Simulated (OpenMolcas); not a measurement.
**PH2 (SMILES [PH2]): the vertical ionisation energy from total energies**

PH2 has 3 atoms, charge 0, and is taken as a doublet. As SMILES, `[PH2]`. Geometry: relaxed at GFN2-xTB.

```xyz
3

P     0.5145   -0.3028    0.2527
H     0.1115    1.0274    0.1724
H    -0.6260   -0.7246   -0.4251
```

Both states at this one shape; open shells run unrestricted unless said. 1 Eh = 27.2114 eV.

| level | program | doublet PH2 (Eh) | singlet [PH2]+ (Eh) |
| --- | --- | --- | --- |
| UB3LYP/pcseg-0 | OpenMolcas | -342.100432 | -341.725817 |
| UM06-2X/3-21G | OpenMolcas | -340.706026 | -340.338060 |

Work out the vertical ionisation energy at each level.


1. UB3LYP/pcseg-0: -341.725817 − (-342.100432) = 0.374615 Eh = 10.19 eV.
2. UM06-2X/3-21G: -340.338060 − (-340.706026) = 0.367966 Eh = 10.01 eV.

No measured value is set beside it here; the levels span 10.01 to 10.19 eV.
